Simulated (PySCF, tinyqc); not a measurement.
Inside a calculation. Method: MP2 on RHF in the sto-3g basis, for LiH, spin multiplicity 1. The lowest restricted solution is unstable here: a spin-polarised one lies 0.0000 hartree lower (PySCF). Computed by tinyqc, a small Python program that keeps every step (integrals from PySCF). Settings: charge = 0, multiplicity = 1, basis = sto-3g, method = RHF, energy threshold = 1e-10, iteration cap = 80, orthogonalisation = symmetric, start = Wolfsberg-Helmholz matrix, DIIS depth = 6. Command: `OMP_NUM_THREADS=1 python tinyqc.py 23898 23899 out.jsonl` (the two numbers bound the seeds that draw the settings). One thread of a shared host (Intel(R) Xeon(R) Processor @ 2.60GHz), about 0.1 s of CPU time with the checks. The early iterations of the SCF are left out here.

## One-electron integrals

Geometry (angstrom):
```
atom,x,y,z
Li,0.000000,0.000000,0.000000
H,0.000000,0.000000,2.046000
```

Basis sto-3g: exponents (1/bohr^2) and contraction coefficients of normalised primitives:
```
element,l (shell),exponent,coefficient
Li,s (1),16.119575,0.154329
Li,s (1),2.936201,0.535328
Li,s (1),0.794651,0.444635
Li,s (2),0.636290,-0.099967
Li,s (2),0.147860,0.399513
Li,s (2),0.048089,0.700115
Li,p (3),0.636290,0.155916
Li,p (3),0.147860,0.607684
Li,p (3),0.048089,0.391957
H,s (1),3.425251,0.154329
H,s (1),0.623914,0.535328
H,s (1),0.168855,0.444635
```

Overlap, kinetic and nuclear-attraction integrals over the contracted functions; the nuclear repulsion is the sum of Za Zb / Rab.

nuclear repulsion = 0.77591966 hartree

overlap S, lower triangle:
```
,1Li 1s,1Li 2s,1Li 2px,1Li 2py,1Li 2pz,2H 1s
1Li 1s,1.000000
1Li 2s,0.241137,1.000000
1Li 2px,0.000000,0.000000,1.000000
1Li 2py,0.000000,0.000000,0.000000,1.000000
1Li 2pz,0.000000,0.000000,0.000000,0.000000,1.000000
2H 1s,0.024902,0.288314,0.000000,0.000000,0.410091,1.000000
```

kinetic energy T (hartree), lower triangle:
```
,1Li 1s,1Li 2s,1Li 2px,1Li 2py,1Li 2pz,2H 1s
1Li 1s,3.576786
1Li 2s,-0.020237,0.102163
1Li 2px,0.000000,0.000000,0.319682
1Li 2py,0.000000,0.000000,0.000000,0.319682
1Li 2pz,0.000000,0.000000,0.000000,0.000000,0.319682
2H 1s,-0.008619,0.017529,0.000000,0.000000,0.067379,0.760032
```

nuclear attraction V (hartree), lower triangle:
```
,1Li 1s,1Li 2s,1Li 2px,1Li 2py,1Li 2pz,2H 1s
1Li 1s,-8.241521
1Li 2s,-1.026711,-1.452248
1Li 2px,0.000000,0.000000,-1.417812
1Li 2py,0.000000,0.000000,0.000000,-1.417812
1Li 2pz,-0.009850,-0.096349,0.000000,0.000000,-1.492344
2H 1s,-0.102662,-0.470723,0.000000,0.000000,-0.677005,-2.002305
```

core Hamiltonian H = T + V (hartree), lower triangle:
```
,1Li 1s,1Li 2s,1Li 2px,1Li 2py,1Li 2pz,2H 1s
1Li 1s,-4.664735
1Li 2s,-1.046948,-1.350085
1Li 2px,0.000000,0.000000,-1.098130
1Li 2py,0.000000,0.000000,0.000000,-1.098130
1Li 2pz,-0.009850,-0.096349,0.000000,0.000000,-1.172663
2H 1s,-0.111281,-0.453194,0.000000,0.000000,-0.609626,-1.242273
```

## Two-electron integrals

Functions are numbered as in S; the eight-fold symmetry (ij|kl) = (ji|kl) = (kl|ij) leaves the list below.

Two-electron integrals (ij|kl) in chemists' order, unique and non-zero (hartree):
```
i,j,k,l,(ij|kl)
1,1,1,1,1.680395
2,1,1,1,0.265420
2,1,2,1,0.049941
2,2,1,1,0.397727
2,2,2,1,0.092860
2,2,2,2,0.290562
3,1,3,1,0.008981
3,2,3,1,0.013788
3,2,3,2,0.064184
3,3,1,1,0.396640
3,3,2,1,0.092880
3,3,2,2,0.290497
3,3,3,3,0.312946
4,1,4,1,0.008981
4,2,4,1,0.013788
4,2,4,2,0.064184
4,3,4,3,0.016869
4,4,1,1,0.396640
4,4,2,1,0.092880
4,4,2,2,0.290497
4,4,3,3,0.279207
4,4,4,4,0.312946
5,1,5,1,0.008981
5,2,5,1,0.013788
5,2,5,2,0.064184
5,3,5,3,0.016869
5,4,5,4,0.016869
5,5,1,1,0.396640
5,5,2,1,0.092880
5,5,2,2,0.290497
5,5,3,3,0.279207
5,5,4,4,0.279207
5,5,5,5,0.312946
6,1,1,1,0.026234
6,1,2,1,0.004982
6,1,2,2,0.009509
6,1,3,3,0.009396
6,1,4,4,0.009396
6,1,5,1,0.000631
6,1,5,2,0.001231
6,1,5,5,0.009739
6,1,6,1,0.000549
6,2,1,1,0.091801
6,2,2,1,0.021837
6,2,2,2,0.076362
6,2,3,3,0.072001
6,2,4,4,0.072001
6,2,5,1,0.003415
6,2,5,2,0.023869
6,2,5,5,0.085015
6,2,6,1,0.002639
6,2,6,2,0.038103
6,3,3,1,0.001395
6,3,3,2,0.007313
6,3,5,3,0.003302
6,3,6,3,0.002157
6,4,4,1,0.001395
6,4,4,2,0.007313
6,4,5,4,0.003302
6,4,6,4,0.002157
6,5,1,1,0.123268
6,5,2,1,0.029530
6,5,2,2,0.106319
6,5,3,3,0.098998
6,5,4,4,0.098998
6,5,5,1,0.005253
6,5,5,2,0.036794
6,5,5,5,0.120863
6,5,6,1,0.003658
6,5,6,2,0.057145
6,5,6,5,0.086345
6,6,1,1,0.258513
6,6,2,1,0.062286
6,6,2,2,0.240641
6,6,3,3,0.220017
6,6,4,4,0.220017
6,6,5,1,0.009739
6,6,5,2,0.088482
6,6,5,5,0.281787
6,6,6,1,0.007650
6,6,6,2,0.156238
6,6,6,5,0.241286
6,6,6,6,0.774606
```

## Orthogonalisation

S = U s U^T; symmetric (Loewdin) form X = U s^(-1/2) U^T, so that X^T S X = 1.

eigenvalues of S: 0.483575  0.803753  1.000000  1.000000  1.181731  1.530941

X, lower triangle:
```
,1Li 1s,1Li 2s,1Li 2px,1Li 2py,1Li 2pz,2H 1s
1Li 1s,1.023449
1Li 2s,-0.130082,1.063373
1Li 2px,0.000000,0.000000,1.000000
1Li 2py,0.000000,0.000000,0.000000,1.000000
1Li 2pz,-0.006786,0.056202,0.000000,0.000000,1.077816
2H 1s,0.018128,-0.176725,0.000000,0.000000,-0.245694,1.116917
```

## Iteration 9 (converged): orbitals

converged F (hartree), lower triangle:
```
,1Li 1s,1Li 2s,1Li 2px,1Li 2py,1Li 2pz,2H 1s
1Li 1s,-2.360268
1Li 2s,-0.641985,-0.211948
1Li 2px,0.000000,0.000000,0.161679
1Li 2py,0.000000,0.000000,0.000000,0.161679
1Li 2pz,0.014333,-0.070910,0.000000,0.000000,0.045840
2H 1s,-0.068725,-0.209432,0.000000,0.000000,-0.202160,-0.089014
```

Diagonalise F' = X^T F X, C = X C', fill 2 alpha and 2 beta electrons from the bottom; D = 2 C_occ C_occ^T. Each column has its largest component positive (the first on a tie).

F' = X^T F X (hartree), lower triangle:
```
,1,2,3,4,5,6
1,-2.306768
2,-0.360567,-0.033745
3,0.000000,0.000000,0.161679
4,0.000000,0.000000,0.000000,0.161679
5,0.012384,0.005793,0.000000,0.000000,0.151413
6,0.016232,-0.211644,0.000000,0.000000,-0.248934,0.073004
```

orbital energies (hartree): MO1 -2.362756, MO2 -0.246113, MO3 0.072588, MO4 0.161679, MO5 0.161679, MO6 0.420184

coefficients C:
```
,MO1,MO2,MO3,MO4,MO5,MO6
1Li 1s,0.991449,-0.150507,-0.214523,0.000000,0.000000,0.114453
1Li 2s,0.033383,0.491326,0.798587,0.000000,0.000000,-0.549380
1Li 2px,0.000000,0.000000,0.000000,-0.229562,0.973294,0.000000
1Li 2py,0.000000,0.000000,0.000000,0.973294,0.229562,0.000000
1Li 2pz,-0.004576,0.329778,-0.596523,0.000000,0.000000,-0.872149
2H 1s,-0.001072,0.585611,-0.188623,0.000000,0.000000,0.980260
```

D after iteration 9, lower triangle:
```
,1Li 1s,1Li 2s,1Li 2px,1Li 2py,1Li 2pz,2H 1s
1Li 1s,2.011246
1Li 2s,-0.081700,0.485030
1Li 2px,0.000000,0.000000,0.000000
1Li 2py,0.000000,0.000000,0.000000,0.000000
1Li 2pz,-0.108341,0.323751,0.000000,0.000000,0.217549
2H 1s,-0.178403,0.575380,0.000000,0.000000,0.386253,0.685883
```

Within a degenerate level the vectors are fixed only up to a rotation; this is one choice.

## Convergence

Stop when the energy changes by less than 1e-10 hartree and every element of the error matrix X^T (F D S - S D F) X is below 3e-06.

Course of the cycle:
```
iteration,E (hartree),change,largest element of the error matrix
1,-7.80974470,-,4.72e-02
2,-7.82067898,-1.09e-02,2.54e-02
3,-7.82492708,-4.25e-03,1.14e-02
4,-7.82587804,-9.51e-04,9.74e-04
5,-7.82587922,-1.18e-06,4.70e-04
6,-7.82587961,-3.95e-07,5.18e-05
7,-7.82587962,-4.91e-09,1.03e-05
8,-7.82587962,-1.94e-10,5.27e-08
9,-7.82587962,0.000000,2.31e-08
```

PySCF RHF in the same basis = -7.82587962 hartree

Converged in 9 iterations.

## Integrals over molecular orbitals

(pq|rs) = sum C_ip C_jq C_kr C_ls (ij|kl), one index at a time.

one-electron integrals over orbitals h = C^T H C (hartree), lower triangle:
```
,1,2,3,4,5,6
1,-4.655750
2,0.096272,-1.337180
3,0.162459,0.018192,-1.098824
4,0.000000,0.000000,0.000000,-1.098130
5,0.000000,0.000000,0.000000,0.000000,-1.098130
6,-0.051675,0.031340,0.022002,0.000000,0.000000,-1.007452
```

Two-electron integrals over orbitals (pq|rs), unique and non-zero (hartree):
```
p,q,r,s,(pq|rs)
1,1,1,1,1.659192
2,1,1,1,-0.099471
2,1,2,1,0.010381
2,2,1,1,0.322092
2,2,2,1,0.003199
2,2,2,2,0.457266
3,1,1,1,-0.141332
3,1,2,1,0.010595
3,1,2,2,-0.011877
3,1,3,1,0.022006
3,2,1,1,0.024876
3,2,2,1,-0.002628
3,2,2,2,-0.057348
3,2,3,1,-0.000134
3,2,3,2,0.019497
3,3,1,1,0.392271
3,3,2,1,-0.009126
3,3,2,2,0.214187
3,3,3,1,0.001076
3,3,3,2,0.013339
3,3,3,3,0.330690
4,1,4,1,0.009810
4,2,4,1,0.007273
4,2,4,2,0.021470
4,3,4,1,0.010358
4,3,4,2,0.020054
4,3,4,3,0.041354
4,4,1,1,0.396339
4,4,2,1,-0.003678
4,4,2,2,0.249206
4,4,3,1,-0.005057
4,4,3,2,0.011950
4,4,3,3,0.280220
4,4,4,4,0.312946
5,1,5,1,0.009810
5,2,5,1,0.007273
5,2,5,2,0.021470
5,3,5,1,0.010358
5,3,5,2,0.020054
5,3,5,3,0.041354
5,4,5,4,0.016869
5,5,1,1,0.396339
5,5,2,1,-0.003678
5,5,2,2,0.249206
5,5,3,1,-0.005057
5,5,3,2,0.011950
5,5,3,3,0.280220
5,5,4,4,0.279207
5,5,5,5,0.312946
6,1,1,1,0.068625
6,1,2,1,-0.009324
6,1,2,2,-0.007541
6,1,3,1,-0.004394
6,1,3,2,0.002644
6,1,3,3,0.011754
6,1,4,4,0.001506
6,1,5,5,0.001506
6,1,6,1,0.010807
6,2,1,1,-0.075445
6,2,2,1,0.001867
6,2,2,2,0.110225
6,2,3,1,0.003766
6,2,3,2,-0.042217
6,2,3,3,-0.018542
6,2,4,4,-0.034148
6,2,5,5,-0.034148
6,2,6,1,0.000681
6,2,6,2,0.129596
6,3,1,1,0.021915
6,3,2,1,-0.002360
6,3,2,2,-0.056222
6,3,3,1,0.004032
6,3,3,2,0.015649
6,3,3,3,0.036456
6,3,4,4,0.006870
6,3,5,5,0.006870
6,3,6,1,0.004410
6,3,6,2,-0.037750
6,3,6,3,0.029831
6,4,4,1,-0.005963
6,4,4,2,-0.018739
6,4,4,3,-0.012346
6,4,6,4,0.019451
6,5,5,1,-0.005963
6,5,5,2,-0.018739
6,5,5,3,-0.012346
6,5,6,5,0.019451
6,6,1,1,0.354652
6,6,2,1,0.001041
6,6,2,2,0.429367
6,6,3,1,-0.010908
6,6,3,2,-0.048324
6,6,3,3,0.238832
6,6,4,4,0.260272
6,6,5,5,0.260272
6,6,6,1,-0.004968
6,6,6,2,0.104532
6,6,6,3,-0.046131
6,6,6,6,0.426459
```

## Second-order Moller-Plesset energy

Hartree-Fock energy = -7.82587962 hartree

E2 = sum_ijab (ia|jb) [2 (ia|jb) - (ib|ja)] / (e_i + e_j - e_a - e_b) over occupied i, j and virtual a, b; the opposite-spin part is (ia|jb)^2 / denominator, the rest is same-spin, and SCS-MP2 scales them by 6/5 and 1/3.

Terms:
```
i,j,a,b,(ia|jb),(ib|ja),denominator,term
2,2,6,6,0.129596,0.129596,-1.332593,-0.012603
2,2,3,6,-0.042217,-0.042217,-0.984997,-0.001809
2,2,6,3,-0.042217,-0.042217,-0.984997,-0.001809
2,2,3,3,0.019497,0.019497,-0.637401,-0.000596
2,2,5,5,0.021470,0.021470,-0.815584,-0.000565
2,2,4,4,0.021470,0.021470,-0.815584,-0.000565
1,1,3,3,0.022006,0.022006,-4.870688,-0.000099
1,1,6,6,0.010807,0.010807,-5.565880,-0.000021
1,1,5,5,0.009810,0.009810,-5.048871,-0.000019
1,1,4,4,0.009810,0.009810,-5.048871,-0.000019
2,1,5,5,0.007273,0.007273,-2.932228,-0.000018
1,2,5,5,0.007273,0.007273,-2.932228,-0.000018
2,1,4,4,0.007273,0.007273,-2.932228,-0.000018
1,2,4,4,0.007273,0.007273,-2.932228,-0.000018
2,1,6,3,0.003766,0.002644,-3.101641,-0.000006
1,2,3,6,0.003766,0.002644,-3.101641,-0.000006
1,1,6,3,-0.004394,-0.004394,-5.218284,-3.70e-06
1,1,3,6,-0.004394,-0.004394,-5.218284,-3.70e-06
1,2,6,3,0.002644,0.003766,-3.101641,-1.30e-06
2,1,3,6,0.002644,0.003766,-3.101641,-1.30e-06
1,2,6,6,0.000681,0.000681,-3.449237,-1.34e-07
2,1,6,6,0.000681,0.000681,-3.449237,-1.34e-07
2,1,3,3,-0.000134,-0.000134,-2.754044,-6.50e-09
1,2,3,3,-0.000134,-0.000134,-2.754044,-6.50e-09
```

Pair energies (hartree; pair i-j sums ij and ji):
```
pair,opposite spin,same spin
1-1,-0.000166,0
2-1,-0.000086,-8.12e-07
2-2,-0.017949,0.000000
```

MP2 correlation energy = -0.01820172 hartree

SCS-MP2 correlation energy = -0.02184136 hartree

MP2 total energy = -7.84408133 hartree
